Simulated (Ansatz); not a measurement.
We consider zinc-blende GaP, described by PBE (PAW; Ansatz, a program for electronic structure).

The same calculation (at the measured cell, 20.240 Å³/atom) with different numerical settings:

| run | k mesh | electronic dielectric constant ε∞ | dielectric constant ε0 (ions relaxed) | zone-centre TO phonon frequency (cm⁻¹) | rough time |
|---|---|---|---|---|---|
| 1 | 4×4×4 | 8.576 | 10.632 | 360.0 | 7 core-s |
| 2 | 6×6×6 | 9.625 | 11.677 | 358.0 | 20 core-s |
| 3 | 8×8×8 | 10.067 | 12.114 | 357.7 | 30 core-s |
| 4 | 12×12×12 | 10.318 | 12.363 | 357.6 | 100 core-s |
| 5 | 16×16×16 | 10.362 | 12.406 | 357.6 | 3 core-min |
| 6 | 20×20×20 | 10.370 | 12.415 | 357.6 | 6 core-min |

In the column high-frequency dielectric constant the first row differs from the last by -1.794 and the next to last by -0.008.

The last row is no converged limit: other settings stay fixed.
